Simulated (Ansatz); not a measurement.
Input file:

```yaml
crystal:
  periodic: [false, false, false]
  atoms:
    - {symbol: Al, position_ang: [0.000000, -0.107696, 1.237712]}
    - {symbol: P, position_ang: [0.000000, 0.051009, -1.143237]}
    - {symbol: H, position_ang: [0.000000, 1.315423, 1.999097]}
basis:
  gaussian: {orbitals: 6-31G}
magnetization: {spin_polarized: true, initial_magnetization: 1}
correlation: {method: ccsd_t, electrons: outside_noble_gas}
```

```sh
$ ansatz run in.yaml --threads 1 --pin off --events-out ev --progress --plain --max-ram 2393MiB
```

Output:

```
310 factors; integrals over basis functions are off by at most 1.5e-4 eV
mean field evaluation 1: about -15864.8702 eV, gradient 1.0e1 eV
mean field evaluation 2: about -15864.8726 eV, gradient 1.0e1 eV
mean field evaluation 4: about -15866.2502 eV, gradient 1.1e0 eV
mean field evaluation 8: about -15866.3009 eV, gradient 3.1e-1 eV
mean field evaluation 16: about -15866.7440 eV, gradient 1.3e-2 eV
mean field evaluation 32: about -15866.7245 eV, gradient 2.1e-1 eV
mean field evaluation 64: about -15866.2916 eV, gradient 1.6e-3 eV
mean field evaluation 96: about -15867.0397 eV, gradient 9.4e-4 eV
mean field evaluation 128: about -15866.7699 eV, gradient 1.7e-6 eV
mean field evaluation 160: about -15866.7699 eV, gradient 2.2e-4 eV
...
mean field evaluation 576: about -15866.9611 eV, gradient 7.5e-1 eV
mean field evaluation 608: about -15866.3894 eV, gradient 6.3e-4 eV
mean field evaluation 640: about -15865.9545 eV, gradient 9.1e-1 eV
mean field evaluation 672: about -15865.9109 eV, gradient 7.0e-1 eV
mean field evaluation 704: about -15865.4223 eV, gradient 8.2e-2 eV
mean field evaluation 736: about -15864.8169 eV, gradient 1.3e-1 eV
mean field evaluation 768: about -15865.4851 eV, gradient 5.6e-4 eV
mean field evaluation 800: about -15864.8232 eV, gradient 1.2e-4 eV
mean field -15867.56989179 eV, -583.1224380983 hartree, gradient 1.4e-6 eV, S^2 1.656407; 23 other end points of the search recorded, 0 dependent functions left out
determinant -15867.56989179 eV, -583.1224380983 hartree, with singles and doubles -15869.50006476 eV, -583.1933706464 hartree
determinant -15867.03972000 eV, -583.1029546440 hartree, with singles and doubles -15869.31368659 eV, -583.1865213751 hartree
determinant -15866.76988213 eV, -583.0930382855 hartree, with singles and doubles -15868.85090841 eV, -583.1695145907 hartree
determinant -15866.74397454 eV, -583.0920861988 hartree, with singles and doubles -15869.23148533 eV, -583.1835005343 hartree
determinant -15866.29156828 eV, -583.0754605758 hartree, with singles and doubles -15869.29501305 eV, -583.1858351351 hartree
determinant -15865.97908980 eV, -583.0639772033 hartree, with singles and doubles -15868.06391675 eV, -583.1405931806 hartree
determinant -15865.69854389 eV, -583.0536673311 hartree, with singles and doubles -15867.85034437 eV, -583.1327445402 hartree
determinant -15865.42084378 eV, -583.0434620406 hartree, with singles and doubles -15867.61238595 eV, -583.1239997295 hartree
determinant -15864.96111031 eV, -583.0265671470 hartree, with singles and doubles -15866.93642391 eV, -583.0991585830 hartree
determinant -15864.82319684 eV, -583.0214989204 hartree, with singles and doubles -15867.00607324 eV, -583.1017181486 hartree
determinant -15864.75964648 eV, -583.0191634879 hartree, with singles and doubles -15867.29022508 eV, -583.1121605360 hartree
determinant -15867.56989179 eV, -583.1224380983 hartree, with singles and doubles -15869.54025277 eV, -583.1948475288 hartree
determinant -15867.03972000 eV, -583.1029546440 hartree, with singles and doubles -15869.44409043 eV, -583.1913136278 hartree
determinant -15866.74397454 eV, -583.0920861988 hartree, with singles and doubles -15869.27419264 eV, -583.1850699990 hartree
determinant -15866.29156828 eV, -583.0754605758 hartree, with singles and doubles -15869.30050528 eV, -583.1860369710 hartree
determinant -15866.38939906 eV, -583.0790557906 hartree, with singles and doubles -15869.46664946 eV, -583.1921426567 hartree
determinant -15866.38939906 eV, -583.0790557906 hartree, with singles and doubles -15869.50033411 eV, -583.1933805448 hartree
10 core orbitals not correlated: weight in the atoms' cores, before any rotation towards them, 1.000 or more for the frozen orbitals, at most 0.000 for the correlated occupied ones
reference -15867.56989179 eV, -583.1224380983 hartree; 5, 4 occupied and 13, 14 virtual orbitals, 310 factors
second order -1.33842329 eV of doubles, -0.00000000 eV of singles
cycle   1  -1.97036203 eV  change   -1.0e-6 eV  update   3.5e-6
cycle   2  -1.97036293 eV  change   -9.1e-7 eV  update   2.7e-6
perturbative correction -0.06736285 eV, -0.0024755390 hartree
Total energy: -15869.60761758 eV, -583.1973231396 hartree
```

For the same geometry and basis full CI lies 72.9 meV lower.

Ran on 1 thread of Arm Neoverse V1, shared host: 3.9 s wall, 0.07 GiB peak host memory.
